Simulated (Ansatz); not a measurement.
# CH3Cl (SMILES CCl): single points off equilibrium

An exercise on one series of results from a longer session: the logs are not shown, and one member is left open.

Computed with Ansatz 0.2.0, Gaussian basis. Level: single points in def2-TZVPP.

Correlated methods freeze the cores.

## Starting geometry

SMILES `CCl`, 5 atoms, charge 0, spin multiplicity 1.

Atoms are counted from 1 here; the program's logs count them from 0.

Bond lengths: C1–Cl2 1.691 Å, C1–H3 1.087 Å, C1–H4 1.101 Å, C1–H5 0.953 Å. Angles: Cl2–C1–H3 113.2°, Cl2–C1–H4 110.7°, Cl2–C1–H5 105.3°, H3–C1–H4 111.0°, H3–C1–H5 109.4°, H4–C1–H5 107.0°.

As a file:

```xyz
5
charge 0, multiplicity 1
C    -0.1110   -0.0222    0.0431
Cl    1.4168   -0.2538   -0.6444
H    -0.2751   -0.6239    0.9336
H    -0.9032   -0.1951   -0.7012
H    -0.1444    0.9012    0.2753
```

The first run:

run/in.yaml

```yaml
crystal:
  periodic: [false, false, false]
  atoms:
    - {symbol: C, position_ang: [-0.111000, -0.022200, 0.043100]}
    - {symbol: Cl, position_ang: [1.416800, -0.253800, -0.644400]}
    - {symbol: H, position_ang: [-0.275100, -0.623900, 0.933600]}
    - {symbol: H, position_ang: [-0.903200, -0.195100, -0.701200]}
    - {symbol: H, position_ang: [-0.144400, 0.901200, 0.275300]}
basis:
  gaussian: {orbitals: def2-TZVPP}
correlation: {method: ccsd_t}
output: {forces: true}
```

The command line of these runs was not kept.

Among the steps run: CCSD(T)/def2-TZVPP; PBE0-D4/def2-TZVPP; wB97M-V/def2-TZVPP; r2SCAN-D4/def2-TZVPP; PBE-D4/def2-TZVPP; wB97X-V/def2-TZVPP; BLYP-D4/def2-TZVPP.

One of the session's tables, all rows but one given; the rest of the session is left out.

```
   method  RMS force component (eV/Å)  angle to CCSD(T) forces (°)  dipole (D)
  CCSD(T)                       2.433                    reference        1.70
  PBE0-D4                       2.419                          2.9        1.76
  wB97M-V                       2.398                          0.7        1.73
r2SCAN-D4                       2.410                          0.9        1.78
   PBE-D4                       2.472                          3.3        1.69
  wB97X-V                       2.449                          1.8        1.77
  BLYP-D4                           ?                            ?           ?
```

Estimate the missing values for BLYP-D4.

As computed: RMS force component (eV/Å): 2.454; angle to CCSD(T) forces (°): 3.6; dipole (D): 1.67. In the column «RMS force component (eV/Å)» it lies between wB97X-V (2.449) and PBE-D4 (2.472).
